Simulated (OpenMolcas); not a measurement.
## Potential curves of BP⁺: spin-free states

Calculated with OpenMolcas 26.06: state-averaged CASSCF(7,8) over P 3s 3p, B 2s 2p, XMS-CASPT2 (IPEA 0.25, imaginary shift 0.2 hartree), scalar X2C, ANO-RCC-VTZP, then RASSI spin–orbit state interaction with atomic mean-field integrals. C2 symmetry about the axis (a holds Σ, Δ, Γ; b holds Π, Φ, H; Σ⁺ and Σ⁻ are not told apart); roots by multiplicity and irrep: 4a 5, 2a 5, 2b 6, 4b 4.

XMS-CASPT2 energies in eV from the lowest point. Curves are followed by energy order within each symmetry, so they are adiabatic and may change character at avoided crossings; Σ⁺ and Σ⁻ are counted together.

```json
{"R (Å)": "1.602", "(1)4Σ": "0.954", "(1)2Δ": "2.025", "(2)2Π": "4.149", "(3)2Π": "4.977", "(2)4Σ": "5.823"}
{"R (Å)": "1.695", "(1)4Σ": "0.341", "(1)2Δ": "1.375", "(2)2Π": "3.703", "(3)2Π": "3.940", "(2)4Σ": "4.895"}
{"R (Å)": "1.779", "(1)4Σ": "0.079", "(1)2Δ": "1.097", "(2)2Π": "3.202", "(3)2Π": "3.632", "(2)4Σ": "4.344"}
{"R (Å)": "1.863", "(1)4Σ": "0.000", "(1)2Δ": "1.011", "(2)2Π": "2.739", "(3)2Π": "3.617", "(2)4Σ": "3.995"}
{"R (Å)": "1.956", "(1)4Σ": "0.046", "(1)2Δ": "1.070", "(2)2Π": "2.402", "(3)2Π": "3.662", "(2)4Σ": "3.784"}
{"R (Å)": "2.049", "(1)4Σ": "0.167", "(1)2Δ": "1.220", "(2)2Π": "2.226", "(3)2Π": "3.746", "(2)4Σ": "3.708"}
{"R (Å)": "2.180", "(1)4Σ": "0.383", "(1)2Δ": "1.492", "(2)2Π": "2.203", "(3)2Π": "3.902", "(2)4Σ": "3.758"}
{"R (Å)": "2.347", "(1)4Σ": "0.664", "(1)2Δ": "1.862", "(2)2Π": "2.486", "(3)2Π": "4.106", "(2)4Σ": "3.975"}
```

**Question.** With masses 30.974 and 11.009 u, fit the curves (1)4Σ, (1)2Δ near their minima.

**Answer.** At XMS-CASPT2, Te from the lowest curve (the fit fixes ωe to a per cent or two; the method's Re and ωe can be off by some per cent):

```tsv
curve	Te (cm⁻¹)	Re (Å)	ωe (cm⁻¹)
(1)4Σ	0	1.871	716.6
(1)2Δ	8160	1.870	771.4
```

The 5 lowest clean curves are shown; the next is (1)4Δ, from 3.87 eV. Left out for impure symmetry, kinks or missing points, though low: (1)2Π, (1)2Σ, (2)2Σ, (1)4Π, (3)2Σ. Only roots inside an energy window near the equilibrium distance were included, so the list of states is not complete; labels number the states computed. Each spin and symmetry block has orbitals of its own, averaged over its own roots, so gaps between blocks are less sure than gaps within one and near the minimum can be off by tenths of an eV, in bad cases by more. No Rydberg orbitals are active, so Rydberg states, and σ→σ* states whose orbital the CASSCF left unused, can be missing between those listed. CASPT2 splits the two components of degenerate states numerically, here by up to 38 cm⁻¹. Points that failed a check (symmetry, reference weights, a jump) are left out.
